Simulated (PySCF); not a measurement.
A structure optimised at PBE0-D3(BJ)/def2-SVP, used in a PySCF frequency run:

```xyz
11

C     -1.8996    -0.2485     0.2167
C     -0.6920    -1.1253    -0.0666
C      0.6160    -0.5687     0.4556
Cl     1.0524     0.9858    -0.3268
H     -2.0427    -0.1027     1.2995
H     -2.8196    -0.6968    -0.1861
H     -1.7749     0.7440    -0.2409
H     -0.5933    -1.3015    -1.1506
H     -0.8255    -2.1189     0.3974
H      0.5679    -0.3708     1.5366
H      1.4508    -1.2566     0.2651
```

Problem. Write its SMILES and formula.

Solution. CCCCl, C3H7Cl

Problem. What are its rotational constants (standard atomic weights)?

Solution. 11.815, 3.3180, 2.8432 GHz
